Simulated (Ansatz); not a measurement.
## Ansatz (development build ahead of 0.2.0) run

```yaml
crystal:
  periodic: [false, false, false]
  atoms:
    - { symbol: Cl, position_ang: [0.0, 0.0, 0.0] }
    - { symbol: H, position_ang: [1.62069, 0.0, 1.35992] }
    - { symbol: H, position_ang: [-1.8087, 0.0, 1.51768] }
basis:
  gaussian: { orbitals: "6-31G" }
magnetization:
  initial_magnetization: 3
hamiltonian:
  xc: hf
correlation:
  method: fci
  frozen_orbitals: { Cl: 5, H: 0 }
```

The input is written out in the form of the current development build from the run's settings.

The run gave:

* Converged: yes
* Total energy: -460.44541 hartree
* State: lowest quartet root, of any spatial symmetry
